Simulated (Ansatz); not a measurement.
Input file:

```yaml
crystal:
  periodic: [false, false, false]
  atoms:
    - {symbol: P, position_ang: [0.000089, -0.000050, -0.037059]}
    - {symbol: H, position_ang: [1.523309, 0.016319, 0.383259]}
    - {symbol: H, position_ang: [-0.776710, 1.312633, 0.375950]}
    - {symbol: H, position_ang: [-0.749346, -1.327406, 0.379600]}
basis:
  gaussian: {orbitals: 6-31G}
total_charge: 1
magnetization: {spin_polarized: true, initial_magnetization: 1}
correlation: {method: ccsdtq, electrons: outside_noble_gas}
```

```sh
$ ansatz run in.yaml --threads 1 --pin off --events-out ev --progress --plain --max-ram 2393MiB
```

Log:

```
389 factors; integrals over basis functions are off by at most 4.1e-8 eV
mean field evaluation 1: about -9307.3030 eV, gradient 5.5e0 eV
mean field evaluation 2: about -9307.3033 eV, gradient 5.5e0 eV
mean field evaluation 4: about -9307.6071 eV, gradient 5.9e-1 eV
mean field evaluation 8: about -9307.6202 eV, gradient 6.6e-3 eV
mean field evaluation 16: about -9307.6131 eV, gradient 3.6e-1 eV
mean field -9307.62024642 eV, -342.0487351244 hartree, gradient 1.6e-6 eV, S^2 0.761027; 0 other end points of the search recorded, 0 dependent functions left out
5 core orbitals not correlated: weight in the atoms' cores, before any rotation towards them, 1.000 or more for the frozen orbitals, at most 0.000 for the correlated occupied ones
reference -9307.62024642 eV, -342.0487351244 hartree; 4, 3 occupied and 10, 11 virtual orbitals, 389 factors
second order -1.59945378 eV of doubles, -0.00000000 eV of singles
cycle   1  -2.01137632 eV  change   -4.1e-1 eV  update   6.0e-2
cycle   2  -2.27760423 eV  change   -2.7e-1 eV  update   2.8e-2
cycle   3  -2.29561005 eV  change   -1.8e-2 eV  update   7.6e-3
cycle   4  -2.30348728 eV  change   -7.9e-3 eV  update   3.5e-3
cycle   5  -2.30335879 eV  change    1.3e-4 eV  update   1.3e-3
cycle   6  -2.30328154 eV  change    7.7e-5 eV  update   5.6e-4
cycle   7  -2.30348125 eV  change   -2.0e-4 eV  update   1.7e-4
cycle   8  -2.30339656 eV  change    8.5e-5 eV  update   5.8e-5
cycle   9  -2.30341464 eV  change   -1.8e-5 eV  update   2.2e-5
cycle  10  -2.30342791 eV  change   -1.3e-5 eV  update   8.0e-6
cycle  11  -2.30342900 eV  change   -1.1e-6 eV  update   3.3e-6
cycle  12  -2.30342645 eV  change    2.5e-6 eV  update   1.2e-6
cycle  13  -2.30342598 eV  change    4.8e-7 eV  update   4.3e-7
Total energy: -9309.92367240 eV, -342.1333844676 hartree
```

For the same geometry and basis full CI lies 0.0 meV higher.

Ran on 1 thread of Arm Neoverse V1, shared host: 9 s wall, 0.15 GiB peak host memory.
